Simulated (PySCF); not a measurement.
Computed IR spectrum (relative IR intensity) of a molecule C₆H₆. The structure is a stationary point at TPSSh-D3(BJ)/def2-SVP. One conformer was computed; it need not be the lowest. These are TPSSh-D3(BJ)/def2-SVP (PySCF) values and carry that method's errors. No scaling factor is applied to the harmonic values.

Lines under 2 % of the strongest are left out, and lines within 2 cm⁻¹ are merged.

```
ν (cm⁻¹)  relative intensity
--------  ------------------
691                      100
1061                      11
1512                      16
3193                      87
```

Task: Pick the molecule that these values belong to.
(A) C=CC#CC=C
(B) C#CC(C)C#C
(C) c1ccccc1
(D) C#CCCC#C

Result: C, c1ccccc1
